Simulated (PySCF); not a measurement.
Geometry:
```
atom   x (Å)   y (Å)   z (Å)
 Si1   1.203   0.171   0.036
 Si2  -1.105  -0.300  -0.021
 Cl3  -2.151   1.457  -0.382
  H4   1.768  -0.218   1.364
  H5   1.909  -0.600  -1.032
  H6   1.414   1.633  -0.185
  H7  -1.580  -0.857   1.280
  H8  -1.440  -1.267  -1.108
```

One conformer, one averaged value for each set of equivalent atoms, no solvent model, relativity neglected. Coordinates at the PBE0-D3(BJ)/def2-SVP level; NMR shieldings at PBE0/pcSseg-1/GIAO; PySCF 2.14.

References, each an isolated molecule treated in the same way: TMS for $^{1}$H and $^{29}$Si; HCl for $^{35}$Cl.

```
   atoms    nucleus  count  δ (ppm)
   H7/H8    $^{1}$H      2     5.26
     Si1  $^{29}$Si      1    -97.3
     Cl3  $^{35}$Cl      1        ?
     Si2  $^{29}$Si      1    -20.8
H4/H5/H6    $^{1}$H      3        ?
```

Task: Estimate the values marked ?.

Result: 
- H4/H5/H6: 3.72 ppm, hydrogen on a silicon bonded to Si
- Cl3: -89 ppm, chlorine bonded to Si
